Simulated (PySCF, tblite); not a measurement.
**beryllium hydride and dimethyl ether**

A gas-phase complex of beryllium hydride and dimethyl ether; neutral, singlet. The structure comes from a short search (6 tight-binding starts) and was relaxed by PBE0-D3(BJ)/def2-TZVPD; another way of binding may lie lower. No frequency run checks that it is a minimum.

Parts: 1 = beryllium hydride ([BeH2]), atoms 1–3; 2 = dimethyl ether (COC), atoms 4–12.

```
atom  part   x (Å)   y (Å)   z (Å)
 Be1     1   0.305   0.165  -0.501
  H2     1   1.075  -0.177   0.574
  H3     1  -0.990   0.463  -0.820
  C4     2   0.734   0.602  -3.141
  O5     2   1.245   0.247  -1.858
  C6     2   2.650   0.008  -1.849
  H7     2  -0.334   0.752  -3.017
  H8     2   0.930  -0.207  -3.849
  H9     2   1.214   1.521  -3.485
 H10     2   3.178   0.912  -2.163
 H11     2   2.913  -0.252  -0.827
 H12     2   2.886  -0.815  -2.529
```

Contacts between parts, classed by geometry: Be1···O5 1.653 Å (bond).

The parts are joined by the bond Be1–O5, so these are energies of forming such bonds; deforming the relaxed parts to their shape in the adduct costs 8.8 kcal/mol, which the interaction energies leave out.

Interaction energies are complex less parts, with the parts frozen as they stand in it; counterpoise-corrected, in kcal/mol (PySCF).

(1) How strongly do the parts interact, level by level?

(2) What holds them together? Decompose the wB97M-D3(BJ)/def2-TZVPD energy: frozen parts, their antisymmetrised product, then relaxation.

The parts were also relaxed and run alone, at the levels used for the complex: shieldings by PBE0/pcSseg-2; core levels by delta-SCF with SCAN, pcX-2 on the ionised atom and pcseg-1 elsewhere, spin-free X2C.

(3) How do these values change when the complex forms?

Results:

(1) 
```csv
level,interaction,superposition error removed
wB97M-D3(BJ)/def2-TZVPD,-31.78,-0.53
PBE0-D3(BJ)/def2-TZVPD,-32.40,-0.51
```

(2) electrostatic -56.8, Pauli repulsion +61.6, orbital relaxation -34.8, dispersion correction -2.4 kcal/mol, which sum to the value before the counterpoise correction; the Pauli term holds the exchange-correlation of the frozen density too. Of the attraction, 60 % is electrostatic, 37 % is orbital relaxation, 3 % is dispersion correction.

(3) 
```
              property   alone  in the complex  change
shielding of Be1 (ppm)    77.9            85.3    +7.4
 shielding of O5 (ppm)   332.4           291.8   -40.6
Be1 1s core level (eV)  121.80          118.73   -3.08
 C4 1s core level (eV)  292.20          293.23   +1.03
 O5 1s core level (eV)  538.53          540.64   +2.10
```
